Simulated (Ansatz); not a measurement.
in.yaml

```yaml
crystal:
  periodic: [false, false, false]
  atoms:
    - {symbol: N, position_ang: [0.000000, 0.000000, 0.000000]}
    - {symbol: S, position_ang: [0.000000, 0.000000, 1.321000]}
basis:
  gaussian: {orbitals: "6-31++G**"}
magnetization: {spin_polarized: false, initial_magnetization: 1}
correlation: {active_space: {window: {electrons: 9, orbitals: 5}}}
output: {forces: true}
```

```sh
$ ansatz run in.yaml --threads 1 --pin off --events-out ev --progress --plain --max-ram 2393MiB
```

Output:

```
368 factors; integrals over basis functions are off by at most 1.3e-3 eV
mean field evaluation 1: about -12293.3427 eV, gradient 2.7e1 eV
mean field evaluation 2: about -12293.4111 eV, gradient 2.7e1 eV
mean field evaluation 4: about -12295.2070 eV, gradient 2.2e0 eV
mean field evaluation 8: about -12295.2361 eV, gradient 3.3e-1 eV
mean field evaluation 16: about -12295.2367 eV, gradient 1.3e-6 eV
mean field evaluation 32: about -12295.2041 eV, gradient 2.1e0 eV
mean field -12295.23673739 eV, -451.8416160884 hartree, gradient 1.3e-6 eV, S^2 0.750000; 3 other end points of the search recorded, 0 dependent functions left out
reference -12295.23673739 eV, -451.8416160884 hartree; 12, 11 occupied and 30, 31 virtual orbitals, 368 factors
state -12295.23673739 eV, -451.8416160884 hartree
the calculation of the forces begins
Total energy: -12295.23673739 eV, -451.8416160884 hartree
Atom 0 at     0.000000     0.000000     0.000000 Å, force    -0.000000     0.000000   -16.635481 eV/Å
Atom 1 at     0.000000     0.000000     1.321000 Å, force     0.000000    -0.000000    16.635481 eV/Å
Dipole moment:    -0.000000    -0.000000     0.443995 e Å
```

Forces (eV/Å):
```
N     0.000   0.000 -16.635
S     0.000   0.000  16.635
```

Ran on 1 thread of AMD EPYC 9R45, shared host: 0.33 s wall, 0.16 GiB peak host memory.
